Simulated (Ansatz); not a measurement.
Steps of a relaxation of C4H7FS (`C=CCC(F)S`) with RKS PBE0-D4/def2-TZVP.

```sh
$ ansatz run in.yaml --threads 2 --pin off --events-out ev --progress --plain --max-ram 22528MiB --backend cuda --devices 0, --max-vram 18GiB
```

```yaml
crystal:
  periodic: [false, false, false]
  atoms:
    - {symbol: C, position_ang: [-1.032115, -1.288162, 0.914005]}
    - {symbol: C, position_ang: [0.229947, -0.894666, 0.663722]}
    - {symbol: C, position_ang: [0.689704, -0.309527, -0.651815]}
    - {symbol: C, position_ang: [0.159532, 1.101819, -0.935463]}
    - {symbol: F, position_ang: [-1.208141, 1.028905, -1.173517]}
    - {symbol: S, position_ang: [0.537218, 2.331600, 0.361521]}
    - {symbol: H, position_ang: [-1.818226, -1.217533, 0.144456]}
    - {symbol: H, position_ang: [-1.322525, -1.690649, 1.897357]}
    - {symbol: H, position_ang: [0.985843, -0.973760, 1.465394]}
    - {symbol: H, position_ang: [1.795906, -0.271172, -0.697947]}
    - {symbol: H, position_ang: [0.348198, -0.945669, -1.497305]}
    - {symbol: H, position_ang: [0.644248, 1.512612, -1.848816]}
    - {symbol: H, position_ang: [0.010811, 1.581502, 1.373207]}
basis:
  gaussian: {orbitals: def2-TZVP}
hamiltonian: {xc: pbe0, dispersion: d4}
relax: {f_tol: 0.005, max_steps: 150}
```

Positions (Å) and forces (eV/Å) along the path, 11 of 17 steps:

```xyz
13
step=1 energy=-17805.3741 eV
C    -1.032   -1.288    0.914    0.502    0.129   -0.114
C     0.230   -0.895    0.664   -0.548   -0.182    0.344
C     0.690   -0.310   -0.652    0.031   -0.088   -0.218
C     0.160    1.102   -0.935    0.275    0.168   -0.074
F    -1.208    1.029   -1.174    0.460    0.098    0.061
S     0.537    2.332    0.362   -0.406   -0.694   -0.003
H    -1.818   -1.218    0.144    0.431   -0.049    0.424
H    -1.323   -1.691    1.897    0.180    0.225   -0.534
H     0.986   -0.974    1.465   -0.425    0.038   -0.436
H     1.796   -0.271   -0.698   -0.536    0.002    0.043
H     0.348   -0.946   -1.497    0.155    0.294    0.412
H     0.644    1.513   -1.849   -0.334   -0.237    0.448
H     0.011    1.582    1.373    0.217    0.297   -0.352
13
step=2 energy=-17805.4342 eV
C    -1.022   -1.292    0.910    0.088    0.014   -0.030
C     0.218   -0.879    0.665   -0.090   -0.089    0.046
C     0.674   -0.308   -0.649    0.025    0.013   -0.063
C     0.168    1.102   -0.935    0.069    0.112    0.117
F    -1.192    1.051   -1.183    0.116    0.011   -0.010
S     0.532    2.318    0.361   -0.124   -0.290   -0.056
H    -1.798   -1.248    0.147    0.106   -0.006    0.126
H    -1.303   -1.687    1.885    0.040    0.054   -0.143
H     0.966   -0.950    1.457   -0.117    0.055   -0.110
H     1.769   -0.277   -0.692   -0.143   -0.014    0.003
H     0.333   -0.940   -1.482    0.035    0.099    0.130
H     0.650    1.502   -1.838   -0.085   -0.069    0.145
H     0.026    1.573    1.370    0.080    0.110   -0.157
13
step=4 energy=-17805.4428 eV
C    -1.020   -1.310    0.907   -0.002   -0.103   -0.060
C     0.205   -0.868    0.666    0.031    0.027   -0.008
C     0.660   -0.304   -0.647   -0.010   -0.030    0.021
C     0.176    1.109   -0.927    0.010    0.025    0.019
F    -1.181    1.077   -1.184   -0.042   -0.008   -0.002
S     0.554    2.312    0.353    0.023    0.041   -0.015
H    -1.783   -1.321    0.135   -0.016    0.045    0.011
H    -1.296   -1.697    1.879   -0.018   -0.004    0.044
H     0.942   -0.897    1.464    0.003    0.040    0.035
H     1.749   -0.291   -0.697    0.039   -0.010   -0.005
H     0.303   -0.926   -1.472   -0.028   -0.019   -0.037
H     0.662    1.497   -1.825    0.029    0.017   -0.047
H     0.051    1.584    1.362   -0.018   -0.020    0.044
13
step=5 energy=-17805.4443 eV
C    -1.018   -1.321    0.904   -0.008   -0.014   -0.027
C     0.204   -0.866    0.667    0.009   -0.013   -0.012
C     0.658   -0.304   -0.647   -0.005   -0.022    0.010
C     0.177    1.111   -0.927    0.009    0.004    0.006
F    -1.181    1.081   -1.182   -0.025   -0.002   -0.002
S     0.559    2.313    0.353    0.020    0.037   -0.006
H    -1.783   -1.329    0.133    0.009    0.008    0.009
H    -1.297   -1.701    1.880   -0.004   -0.013    0.013
H     0.938   -0.885    1.468   -0.003    0.033    0.022
H     1.748   -0.294   -0.699    0.017   -0.011   -0.004
H     0.298   -0.926   -1.472   -0.019   -0.002   -0.012
H     0.664    1.497   -1.827    0.012    0.011   -0.016
H     0.054    1.589    1.365   -0.011   -0.016    0.018
13
step=6 energy=-17805.4459 eV
C    -1.016   -1.340    0.902   -0.010   -0.027    0.025
C     0.198   -0.862    0.669   -0.021    0.005   -0.008
C     0.650   -0.306   -0.647   -0.037    0.083    0.011
C     0.183    1.117   -0.926    0.022   -0.038    0.000
F    -1.176    1.102   -1.182    0.002   -0.023    0.013
S     0.577    2.319    0.350    0.018    0.016    0.002
H    -1.777   -1.364    0.130   -0.003   -0.015   -0.028
H    -1.291   -1.722    1.878   -0.004    0.015    0.000
H     0.923   -0.852    1.478    0.018    0.008    0.009
H     1.740   -0.308   -0.701    0.021   -0.005   -0.025
H     0.278   -0.921   -1.472   -0.013   -0.019    0.002
H     0.673    1.496   -1.827    0.014    0.013   -0.012
H     0.058    1.607    1.364   -0.007   -0.012    0.011
13
step=7 energy=-17805.4486 eV
C    -1.010   -1.390    0.894    0.066    0.071    0.033
C     0.181   -0.845    0.675   -0.135   -0.062    0.065
C     0.629   -0.307   -0.648   -0.036    0.161   -0.006
C     0.197    1.132   -0.924   -0.001   -0.137   -0.042
F    -1.164    1.150   -1.173    0.063   -0.022    0.026
S     0.626    2.327    0.346    0.014    0.016    0.041
H    -1.755   -1.481    0.107    0.093   -0.019    0.021
H    -1.290   -1.749    1.879    0.008    0.009   -0.045
H     0.885   -0.761    1.503   -0.070   -0.017   -0.095
H     1.720   -0.339   -0.715   -0.012   -0.003   -0.038
H     0.225   -0.909   -1.468    0.011   -0.011    0.042
H     0.693    1.496   -1.829   -0.005    0.012    0.020
H     0.083    1.642    1.367    0.005    0.002   -0.023
13
step=11 energy=-17805.4546 eV
C    -1.000   -1.490    0.880   -0.006   -0.108   -0.109
C     0.115   -0.799    0.692    0.042   -0.006    0.042
C     0.573   -0.295   -0.638   -0.010    0.024    0.010
C     0.225    1.160   -0.921   -0.039    0.051    0.040
F    -1.138    1.263   -1.127    0.084   -0.029    0.012
S     0.769    2.350    0.320   -0.040   -0.074    0.000
H    -1.650   -1.761    0.049    0.071    0.097    0.115
H    -1.292   -1.836    1.864   -0.013    0.010    0.021
H     0.758   -0.577    1.546   -0.105    0.005   -0.088
H     1.659   -0.397   -0.728   -0.012    0.015   -0.002
H     0.118   -0.883   -1.440   -0.001   -0.006    0.004
H     0.716    1.487   -1.842    0.005   -0.006   -0.011
H     0.168    1.744    1.360    0.027    0.027   -0.033
13
step=14 energy=-17805.4565 eV
C    -0.997   -1.509    0.876   -0.011   -0.012   -0.024
C     0.104   -0.797    0.690   -0.003    0.004    0.016
C     0.569   -0.292   -0.636   -0.005    0.005    0.001
C     0.225    1.162   -0.920   -0.024    0.011    0.018
F    -1.138    1.266   -1.116    0.018    0.004    0.001
S     0.783    2.352    0.311   -0.006   -0.012   -0.007
H    -1.646   -1.779    0.047    0.036    0.008    0.022
H    -1.292   -1.850    1.861   -0.002    0.012   -0.002
H     0.726   -0.549    1.548   -0.007   -0.017   -0.015
H     1.655   -0.391   -0.719    0.001   -0.004   -0.003
H     0.120   -0.881   -1.442   -0.003   -0.008    0.004
H     0.710    1.483   -1.847    0.005    0.005    0.000
H     0.200    1.751    1.362    0.002    0.005   -0.012
13
step=15 energy=-17805.4567 eV
C    -0.997   -1.512    0.875   -0.005   -0.012   -0.011
C     0.104   -0.797    0.691    0.004    0.007    0.009
C     0.568   -0.292   -0.636   -0.001   -0.004    0.004
C     0.225    1.163   -0.919   -0.014    0.010    0.008
F    -1.137    1.270   -1.115    0.013    0.000    0.002
S     0.787    2.353    0.310   -0.006   -0.012   -0.002
H    -1.641   -1.786    0.045    0.015    0.011    0.011
H    -1.293   -1.850    1.861    0.001    0.002   -0.002
H     0.725   -0.549    1.549   -0.010   -0.003   -0.011
H     1.653   -0.393   -0.721    0.000   -0.001   -0.002
H     0.116   -0.881   -1.440   -0.002   -0.002    0.001
H     0.711    1.483   -1.846    0.003    0.000   -0.001
H     0.200    1.756    1.361    0.003    0.004   -0.006
13
step=16 energy=-17805.4567 eV
C    -0.995   -1.515    0.874   -0.001   -0.003    0.001
C     0.102   -0.795    0.692    0.002    0.000    0.002
C     0.566   -0.291   -0.635   -0.002   -0.003    0.003
C     0.225    1.164   -0.919   -0.002    0.006    0.002
F    -1.137    1.274   -1.113    0.005   -0.002    0.001
S     0.791    2.353    0.308   -0.003   -0.005    0.000
H    -1.636   -1.793    0.043    0.002    0.003    0.001
H    -1.294   -1.853    1.860    0.002    0.000   -0.002
H     0.720   -0.545    1.551   -0.004    0.002   -0.003
H     1.651   -0.395   -0.721    0.000    0.000   -0.001
H     0.112   -0.880   -1.439   -0.001    0.001    0.000
H     0.712    1.482   -1.847    0.001    0.000    0.000
H     0.202    1.761    1.360    0.001    0.001   -0.002
13
step=17 energy=-17805.4568 eV
C    -0.995   -1.518    0.874    0.002    0.002    0.004
C     0.100   -0.795    0.693   -0.002   -0.001   -0.002
C     0.564   -0.291   -0.635    0.000   -0.001    0.001
C     0.226    1.165   -0.919    0.004    0.000   -0.001
F    -1.136    1.276   -1.113   -0.002    0.000   -0.001
S     0.795    2.354    0.308    0.000    0.000    0.001
H    -1.632   -1.798    0.042   -0.003   -0.002   -0.004
H    -1.293   -1.856    1.860    0.001   -0.001   -0.001
H     0.716   -0.540    1.552    0.001    0.002    0.001
H     1.650   -0.396   -0.721    0.000   -0.001    0.000
H     0.110   -0.880   -1.438    0.000    0.002    0.000
H     0.713    1.482   -1.847   -0.001   -0.001    0.001
H     0.204    1.763    1.359    0.000    0.000    0.000
```

It took 20 s on 2 threads of an AMD EPYC 7R13 on a shared host and a share of an NVIDIA H100 80 GB, with 0.86 GiB of host memory at the peak.
